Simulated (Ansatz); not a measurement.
This Ansatz (a quantum-chemistry and plane-wave program) input (MP2/cc-pwCVQZ) gives -536.94515 Eh with 337 basis functions. A basis named .json is the Basis Set Exchange file of that set (core-valence sets with the plain set on hydrogen).

Ansatz 0.2 input:
```yaml
crystal:
  periodic: [false, false, false]
  atoms:
    - {symbol: C, position_ang: [-0.11694774, 1.03088931, -0.00007554]}
    - {symbol: C, position_ang: [1.22198947, 1.09440150, 0.02281699]}
    - {symbol: Cl, position_ang: [-0.60067191, -0.88892025, -0.01186726]}
    - {symbol: H, position_ang: [1.92742678, 0.26300953, 0.03327278]}
    - {symbol: H, position_ang: [1.65374524, 2.09688986, 0.03202189]}
basis:
  gaussian:
    orbitals: cc-pwCVQZ.json
total_charge: -1
magnetization: {spin_polarized: false}
correlation: {method: mp2, electrons: outside_noble_gas}
```

Change:
```diff
- correlation: {method: mp2, electrons: outside_noble_gas}
+ correlation: {method: mp2, frozen_orbitals: {C: 0, Cl: 1, H: 0}}
```

Question: What does the run give now?

Answer: -537.37165 Eh (MP2/cc-pwCVQZ, 337 functions), a change of -426.50 mEh.
